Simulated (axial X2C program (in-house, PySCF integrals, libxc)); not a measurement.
**AlC⁻: properties at the nuclei**

Computed with an in-house all-electron X2C program for linear molecules (integrals from PySCF): two-component X2C with atomic mean-field Coulomb and Gaunt terms, Gaussian nuclei, basis Al dyall-av3z, C dyall-av3z with contracted cores.

R = 1.892 Å (near the PBE0 minimum at charge -1 of the determinant lowest at the starting distance; the state shown can have its own minimum elsewhere).

Determinant lowest in the PBE0 search, Ω = 2 (⟨Sz⟩ = 1.00, ⟨Lz⟩ = 1.00 at PBE0), spin on the atoms Al 0.02, C 0.98:

| level | Eeff magnitude (GV/cm) | Ws magnitude Al (kHz) | Ws magnitude C (kHz) | A∥/gI Al (MHz) | qzz Al (a.u.) | A∥/gI C (MHz) | qzz C (a.u.) |
| --- | --- | --- | --- | --- | --- | --- | --- |
| PBE0 | 0.0066 | 9.56e-05 | 0.00163 | 11.8 | -0.61 | 42.5 | -0.01 |
| B3LYP | 0.00308 | 0.000691 | 0.00154 | 12.2 | -0.61 | 53 | -0.02 |
| BHandHLYP | 0.012 | 0.000743 | 0.00182 | 10.4 | -0.68 | 49.3 | -0.01 |
| PBE50 | 0.0121 | 0.000726 | 0.00188 | 14.6 | -0.65 | 39 | 0.00 |

Eeff is the effective electric field on the electron electric dipole moment in this Ω state and Ws the scalar–pseudoscalar constant of the nucleus named (defined with the proton number Z and per Ω); A∥ (defined per Ω) follows by multiplying with gI = μI/(I μN); qzz is the electric field gradient, eQq0 = 234.96 MHz × Q/barn × qzz. The operators were transformed with the bare-nucleus X2C matrices; with these basis sets, hyperfine constants and field gradients can be off by tens of per cent, and where levels differ in sign neither size nor sign is settled.

(1) With gI(27Al) = 1.4566, Q(27Al) = 0.1466 barn, gI(13C) = 1.4048 (g factors from the IAEA table of nuclear moments by Stone; Q from Pyykkö, Mol. Phys. 2018), turn the PBE0 values of the first state into constants in MHz.

Each state is one determinant with collinear spin, which with several unpaired electrons need not be a pure state. For an anion, determinants above electron detachment, or with a positive highest level, are held by the basis set. With several open shells hyperfine constants can be off by a factor of several. Where Eeff spreads by more than a factor of two the levels disagree and none is to be relied on. Open-shell Ω = 0 determinants with evenly filled partner blocks cannot be reached by this program, so the Ω shown need not be the lowest component. Left out as unconverged or as another state under the same occupation: HF in at least one table. States lie within half an eV, so the first need not be the ground state. The sign of Ws at Al differs between levels in the first state. Further determinants of the search, some of them spin-mixed, are not shown. Where a field gradient or hyperfine factor spreads by more than a factor of two over the levels, a constant derived from it is not to be relied on.

Results:

(1) A∥(27Al) = 11.8 × 1.4566 = 17.2 MHz; eQq0(27Al) = 234.96 × (0.1466) × (-0.61) = -21 MHz; A∥(13C) = 42.5 × 1.4048 = 59.7 MHz.
